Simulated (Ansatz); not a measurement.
N2 (nitrogen): a line through the functionals

N2: 2 atoms, total charge 0, spin state singlet. As SMILES, `N#N`. Geometry: relaxed at PBE0-D4/def2-TZVP.

The HOMO–LUMO gap y, in eV, basis def2-TZVPPD; a is the functional's share of exact exchange. Programs: Ansatz 0.2.0.

| functional | program | a | y (eV) |
| --- | --- | --- | --- |
| r2SCAN | Ansatz | 0 | 9.21 |
| PBE | Ansatz | 0 | 8.44 |
| B3LYP | Ansatz | 0.2 | 11.12 |
| PBE0 | Ansatz | 0.25 | ? |
| r2SCAN0 | Ansatz | 0.25 | 12.26 |
| BHLYP | Ansatz | 0.5 | 15.05 |

Question: Fit y = c + s·a to the known rows and predict PBE0.

Answer: 
1. Means of the 5 rows: a = 0.1900, y = 11.216.
2. Σ(Δa)² = 0.172, Σ(Δa·Δy) = 2.1588, so the slope is 2.1588/0.172 = 12.551.
3. Intercept: 11.216 − (12.551) × 0.1900 = 8.831. The largest residual of the fit is 0.39.
4. PBE0: 8.831 + (12.551) × 0.25 = 11.97 eV.

The run gave 11.74 eV, so the prediction is off by +0.23 eV, within the scatter of the fit. Exact exchange lowers occupied levels and raises empty ones. The rows mix families of semi-local functionals, which the line can't see.
